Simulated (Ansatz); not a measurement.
Reaction (substitution at a C–Cl bond): `CN=C(Cl)Cl` + H–F → `C/N=C(/F)Cl` + HCl

Calculated with Ansatz (gas phase, PBE0-D4/def2-TZVP geometries, no zero-point term in ΔE). CBS: MP2 limit from def2 TZ/QZ plus the TZ coupled-cluster correction, frozen cores. This one scheme is used for every species. Functionals use def2-TZVPP.

(1) Is it downhill or uphill in electronic energy at CCSD(T)/CBS, and by how much? (Estimate.)

(2) What do these levels give: PBE-D4, PBE0-D4, ωB97X-V, SCS-MP2/def2-TZVPP, MP2/def2-QZVPP, HF/CBS(def2)? (Estimate.)

Largest T1 diagnostic among the species: 0.013.

Results:

(1) Ansatz gave: Nearly level: ΔE = +0.02 eV.

(2) Ansatz gave: PBE-D4 -0.04, PBE0-D4 -0.07, ωB97X-V -0.15, SCS-MP2/def2-TZVPP 0.00, MP2/def2-QZVPP 0.11, HF/CBS(def2) -0.29 eV.

In def2-TZVPP, CCSD(T) changes the Hartree–Fock value by +0.24 eV (the triples alone add +0.04 eV) and MP2 by +0.36 eV. The D4 term adds +0.07 eV with B3LYP and +0.04 eV with PBE0; it sums over pairs of atoms, weighted by their polarisabilities, and B3LYP, whose exchange is more repulsive, gets the larger term.

B3LYP here is the variant with VWN-RPA as its local correlation; programs differ in this.
